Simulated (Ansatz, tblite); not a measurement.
**The cluster Ag6−: a ladder of methods and basis sets**

An exercise on one series of results from a longer session: the logs are not shown, and one member is left open.

Program: Ansatz 0.2.0, Gaussian basis. Level of theory: as each input shows. These are calculated values, not measurements.

Levels to be run: GFN1-xTB, GFN2-xTB, PBE-D4/def2-TZVPD, r2SCAN-D4/def2-TZVPD, ωB97M-V/def2-TZVPD, LDA/def2-TZVPD, BLYP-D4/def2-TZVPD, PBE-D4/def2-SVPD, PBE0-D4/def2-SVPD, MP2/def2-TZVPD, RPA/def2-TZVPD.

2 further runs of the same task are left out: 2 set aside as unsound or not needed.

### The relaxed structure

The geometry is that of the doublet, from an earlier relaxation (PBE0-D4/def2-SVPD). At that level it is the lowest of the isomers that a small search found.

6 atoms, charge -1, spin multiplicity 2.

Bond lengths: Ag1–Ag2 2.854 Å, Ag1–Ag3 2.718 Å, Ag1–Ag5 2.880 Å, Ag1–Ag6 2.856 Å, Ag2–Ag3 2.856 Å, Ag2–Ag4 2.757 Å, Ag2–Ag5 2.757 Å, Ag2–Ag6 2.876 Å, Ag3–Ag4 2.879 Å, Ag3–Ag6 2.854 Å, Ag4–Ag6 2.757 Å, Ag5–Ag6 2.756 Å. Angles: Ag2–Ag1–Ag3 61.6°, Ag2–Ag1–Ag5 57.5°, Ag2–Ag1–Ag6 60.5°, Ag3–Ag1–Ag5 108.0°, Ag3–Ag1–Ag6 61.5°, Ag5–Ag1–Ag6 57.4°, Ag1–Ag2–Ag3 56.9°, Ag1–Ag2–Ag4 107.7°, Ag1–Ag2–Ag5 61.7°, Ag1–Ag2–Ag6 59.8°, Ag3–Ag2–Ag4 61.7°, Ag3–Ag2–Ag5 107.7°, Ag3–Ag2–Ag6 59.7°, Ag4–Ag2–Ag5 109.5°, Ag4–Ag2–Ag6 58.6°, Ag5–Ag2–Ag6 58.5°, Ag1–Ag3–Ag2 61.5°, Ag1–Ag3–Ag4 108.1° and more.

Ag takes a core potential in the def2 sets. No spin-orbit coupling is included. The ion is computed in the gas phase, without counter-ions or solvent.

PBE0-D4/def2-TZVPD was run before; its log isn't repeated, and its numbers join the tables.

The first run:

Tight binding, by tblite at 300 K electronic temperature and without a spin-polarisation term:

```python
tblite.interface.Calculator('GFN1-xTB', numbers, positions, charge=-1, uhf=1).singlepoint()
```

Tight binding, by tblite at 300 K electronic temperature and without a spin-polarisation term:

```python
tblite.interface.Calculator('GFN2-xTB', numbers, positions, charge=-1, uhf=1).singlepoint()
```

start.molden holds the orbitals of an earlier run on this state, given as this run's starting guess.

File in.yaml:

```yaml
crystal:
  periodic: [false, false, false]
  atoms:
    - {symbol: Ag, position_ang: [1.397009, -1.459409, -0.567580]}
    - {symbol: Ag, position_ang: [0.841273, 1.027652, 0.717412]}
    - {symbol: Ag, position_ang: [0.221898, 0.513132, -2.022428]}
    - {symbol: Ag, position_ang: [-1.547565, 1.973386, -0.282351]}
    - {symbol: Ag, position_ang: [0.393746, -1.299020, 2.127701]}
    - {symbol: Ag, position_ang: [-1.306362, -0.755740, 0.027246]}
basis:
  gaussian: {orbitals: def2-TZVPD, initial_orbitals: start.molden}
total_charge: -1
magnetization: {spin_polarized: true, initial_magnetization: 1}
hamiltonian: {xc: pbe, dispersion: d4}
scf: {omitted_lower_state_checks: [starts]}
output: {orbitals: {seedname: orbitals}}
```

On the command line:

```
$ ansatz run in.yaml --threads 4 --pin off --events-out ev --progress --plain --max-ram 8704MiB
```

Among the steps run: PBE-D4/def2-TZVPD; r2SCAN-D4/def2-TZVPD; ωB97M-V/def2-TZVPD; LDA/def2-TZVPD; BLYP-D4/def2-TZVPD; PBE-D4/def2-SVPD; PBE0-D4/def2-SVPD; MP2/def2-TZVPD; RPA/def2-TZVPD.

One table of the session follows, with a row left open; its other results are not shown here.

```
               level  HOMO (eV)  LUMO (eV)  gap (eV)
      LDA/def2-TZVPD      -0.55      -0.27      0.28
    PBE-D4/def2-SVPD      -0.28       0.08      0.36
   PBE-D4/def2-TZVPD      -0.30       0.07      0.37
  BLYP-D4/def2-TZVPD          ?          ?         ?
r2SCAN-D4/def2-TZVPD      -0.42       0.26      0.68
   PBE0-D4/def2-SVPD      -0.69       0.86      1.55
  PBE0-D4/def2-TZVPD      -0.70       0.86      1.56
  ωB97M-V/def2-TZVPD      -1.94       2.21      4.15
```

Q: Estimate the row for BLYP-D4/def2-TZVPD from the others.

The run gave: HOMO (eV): -0.19; LUMO (eV): 0.07; gap (eV): 0.26. In the column «HOMO (eV)» it is the highest.
